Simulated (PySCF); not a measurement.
**Molecular orbitals of BH**

PBE0 at R = 1.241 Å; PySCF, no relativity, basis sets B def2-TZVP, H def2-TZVP. State: ¹Σ⁺ (singlet), closed shell. Only the outer orbitals are listed, counted within each symmetry.

```tsv
orbital	occ.	ε (eV)	on B (%)	main shells (%)
2σ	2	-13.53	64	53 B s, 35 H s, 11 B p
3σ	2	-6.67	88	44 B p, 42 B s, 12 H s
1π	0	-2.34	100	99 B p
1π	0	-2.34	100	99 B p
```

Task: Which are the highest filled and the lowest empty level, where do they sit, and how wide is the gap?

Result: Highest filled 3σ at -6.67 eV (in %: 44 B p, 42 B s, 12 H s); lowest empty 1π at -2.34 eV (in %: 99 B p); the gap at PBE0 is 4.33 eV.

```json
{
 "bond order (Mayer)": "0.89",
 "⟨S²⟩": "0.000",
 "charge on B (Mulliken, basis-dependent)": "-0.04",
 "charge on B (Löwdin, basis-dependent)": "-0.01",
 "dipole moment (positive dipole means B(−)H(+))": "1.59 D",
 "polarisability along the bond": "22.6 bohr³",
 "polarisability across the bond": "20.2 bohr³"
}
```
